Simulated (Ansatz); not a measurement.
**MgN2H4 (SMILES [NH2][Mg][NH2]): single points off equilibrium**

An exercise on one series of results from a longer session: the logs are not shown, and one member is left open.

Method: single points in def2-TZVPP; program: Ansatz 0.2.0, Gaussian basis.

Correlated methods freeze the cores. The outer core shell of Li, Na, Mg and K is correlated.

### The starting structure

7 atoms, charge 0, spin multiplicity 1.

Atoms are counted from 1 here; the program's logs count them from 0.

Bond lengths: N1–Mg2 1.906 Å, N1–H4 1.079 Å, N1–H5 0.994 Å, Mg2–N3 1.921 Å, N3–H6 1.026 Å, N3–H7 1.038 Å. Angles: Mg2–N1–H4 111.6°, Mg2–N1–H5 117.4°, H4–N1–H5 100.9°, N1–Mg2–N3 129.4°, Mg2–N3–H6 119.3°, Mg2–N3–H7 118.1°, H6–N3–H7 100.4°.

Coordinates:

```tsv
atom	x (Å)	y (Å)	z (Å)
N1	-1.3521	0.0336	-1.1554
Mg2	0.4966	0.3699	-0.8384
N3	1.5321	0.0843	0.7542
H4	-1.6564	-0.9225	-0.7575
H5	-2.0081	0.6381	-0.7166
H6	1.4964	-0.8289	1.2197
H7	1.3676	0.7130	1.5634
```

Set-up of the first run:

Contents of run/in.yaml:

```yaml
crystal:
  periodic: [false, false, false]
  atoms:
    - {symbol: N, position_ang: [-1.352100, 0.033600, -1.155400]}
    - {symbol: Mg, position_ang: [0.496600, 0.369900, -0.838400]}
    - {symbol: N, position_ang: [1.532100, 0.084300, 0.754200]}
    - {symbol: H, position_ang: [-1.656400, -0.922500, -0.757500]}
    - {symbol: H, position_ang: [-2.008100, 0.638100, -0.716600]}
    - {symbol: H, position_ang: [1.496400, -0.828900, 1.219700]}
    - {symbol: H, position_ang: [1.367600, 0.713000, 1.563400]}
basis:
  gaussian: {orbitals: def2-TZVPP}
correlation: {method: ccsd_t}
output: {forces: true}
```

No record of the launch command was kept for these runs.

Among the steps run: CCSD(T)/def2-TZVPP; PBE0-D4/def2-TZVPP; wB97M-V/def2-TZVPP; r2SCAN-D4/def2-TZVPP; PBE-D4/def2-TZVPP; revPBE-D4/def2-TZVPP; LC-wPBE/def2-TZVPP.

One table of the session follows, with a row left open; its other results are not shown here.

| method | RMS force component (eV/Å) | angle to CCSD(T) forces (°) | dipole (D) |
| --- | --- | --- | --- |
| CCSD(T) | 0.869 | reference | 2.17 |
| PBE0-D4 | 0.894 | 2.0 | 2.00 |
| wB97M-V | ? | ? | ? |
| r2SCAN-D4 | 0.862 | 0.8 | 2.04 |
| PBE-D4 | 0.814 | 11.3 | 1.86 |
| revPBE-D4 | 0.810 | 12.7 | 1.93 |
| LC-wPBE | 0.929 | 5.5 | 1.97 |

Estimate the missing values for wB97M-V.

**Answer.** RMS force component (eV/Å): 0.889; angle to CCSD(T) forces (°): 2.9; dipole (D): 1.98. In the column «RMS force component (eV/Å)» it lies between CCSD(T) (0.869) and PBE0-D4 (0.894).
